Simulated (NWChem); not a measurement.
# CCSD(T)/cc-pVTZ run of HF (hydrogen fluoride)

What is the vertical singlet–triplet gap of HF (hydrogen fluoride) at CCSD(T)/cc-pVTZ? 

The calculation is run with NWChem 7.3.0.

1 further run of the same task is left out (set aside as unsound or not needed).

## Step 1: Starting point

HF: 2 atoms, total charge 0, spin state singlet. SMILES: `F`. Geometry: relaxed at PBE0-D4/def2-TZVP.

Bond lengths: F1–H2 0.920 Å.

## Step 2: The energy at CCSD(T)/cc-pVTZ

m1.nw reads:

```
START m1
memory total 2200 mb

GEOMETRY units angstroms noautosym nocenter noautoz
  F    -0.390000    0.144600   -0.196400
  H     0.390000   -0.144600    0.196400
END

BASIS spherical bse
  F library cc-pVTZ
  H library cc-pVTZ
END

SCF
  nopen 0
  rhf
  thresh 1e-08
  maxiter 80
END

CCSD
  freeze core 1
  maxiter 60
END

TASK ccsd(t)
```

On the command line:

```
$ nwchem m1.nw > m1.out
```

The program printed:

```text
[...]
  functions       =    44
[...]
  wavefunction    = RHF
[...]
         Total SCF energy =   -100.057864648571
      One-electron energy =   -150.620388656057
      Two-electron energy =     45.385571321455
 Nuclear repulsion energy =      5.176952686031
        Time for solution =      1.3s
[...]
 Total MP2 energy:           -100.329781880323793
[...]
             energy      energy      error      ampl     ampl      Block
                                                time     time      time
[...]
 Total CCSD energy:           -100.331968007533135
[...]
 Total CCSD+T(CCSD) energy:           -100.338584573667021
[...]
 Total CCSD(T) energy:                -100.338348123504488
[...]
```

It took 6 s on 1 thread of Intel Xeon Platinum 8375C at 2.90GHz (Ice Lake), shared host; peak memory 0.1 GiB.

## Step 3: The triplet, same level

geom.nw reads:

```
start geom
title "FH energy"
memory total 2200 mb
charge 0
geometry units angstrom noautosym nocenter noautoz
  F    -0.390000    0.144600   -0.196400
  H     0.390000   -0.144600    0.196400
end
basis spherical bse
  * library cc-pVTZ
end
scf
  triplet
  uhf
  thresh 1e-08
  maxiter 80
  noprint "final vectors analysis"
end
tce
  scf
  ccsd(t)
  freeze core 1
  maxiter 60
end
task tce energy
```

On the command line:

```
$ nwchem geom.nw > geom.out
```

The program printed:

```text
[...]
  functions       =    44
[...]
  wavefunction    = UHF
[...]
         Total SCF energy =    -99.732939552640
      One electron energy =   -148.101758036557
      Two electron energy =     43.191865797886
 Nuclear repulsion energy =      5.176952686031
                       Sz =      1.0000
                 Sz(Sz+1) =      2.0000
                      S^2 =      2.0041
[...]
         Wavefunction type : Unrestricted Hartree-Fock
          No. of electrons :    10
[...]
         Spin multiplicity : triplet
[...]
 CCSD total energy / hartree       =       -99.956777878049664
[...]
 CCSD[T] total energy / hartree       =       -99.961132354736847
[...]
 CCSD(T) total energy / hartree       =       -99.961020843438050
[...]
```

Wall time 5.1 s (1 thread of Intel Xeon Platinum 8375C at 2.90GHz (Ice Lake), shared host); peak memory 0.21 GiB.

## Step 4: Outcome

Level: CCSD(T)/cc-pVTZ, 1 core orbital frozen.

| quantity | value |
| --- | --- |
| singlet: total energy | -100.33835 Eh |
| singlet: HOMO energy (Hartree–Fock orbitals) | -17.49 eV |
| singlet: LUMO energy (Hartree–Fock orbitals) | 3.88 eV |
| singlet: HOMO–LUMO gap (Hartree–Fock orbitals) | 21.37 eV |
| singlet: correlation energy (1 core orbital frozen) | -280.5 mEh |
| singlet: (T) correction | -6.38 mEh |
| triplet: total energy | -99.96102 Eh |
| triplet: correlation energy (1 core orbital frozen) | -228.1 mEh |
| triplet: (T) correction | -4.24 mEh |
| triplet: ⟨S²⟩ of the reference determinant | 2.004 |
| vertical energy of the triplet above the singlet | 10.268 eV |

**Reading.** At this shape the triplet lies 10.27 eV (237 kcal/mol) above the singlet. The triples (singlet) make up 2.3 % of the correlation energy. The triples (triplet) make up 1.9 % of the correlation energy.
